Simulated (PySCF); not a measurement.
# Working out the ionisation energy of Be

Be [He] 2s2 (1S) → Be⁺ [He] 2s1 (2S). Calculation: PySCF 2.14, in dyall-acv3z; no relativity, point nucleus. Frozen: nothing; the 5 highest virtual orbitals dropped. Energies in hartree (1 hartree = 27.21139 eV):

```json
{"part": "UHF", "Be (lower)": "-14.573012", "Be⁺ (upper)": "-14.277440"}
{"part": "CCSD correlation", "Be (lower)": "-0.090626", "Be⁺ (upper)": "-0.044486"}
{"part": "(T)", "Be (lower)": "-0.000483", "Be⁺ (upper)": "-0.000026"}
```

Question: What does Hartree-Fock give?

Answer: (-14.277440) − (-14.573012) = 0.295572 hartree = 8.043 eV.

Question: What do CCSD and CCSD(T) give?

Answer: The CCSD correlation energies differ by 0.046140 hartree = 1.256 eV and the triples by 0.000457 hartree = 0.012 eV, so CCSD gives 9.299 eV and CCSD(T) 9.311 eV.

Measured between the centres of the two terms (NIST): 9.323 eV, so CCSD(T) (valence and next inner shell) is off by -0.012 eV.

What remains against the reference includes basis incompleteness and higher excitations.
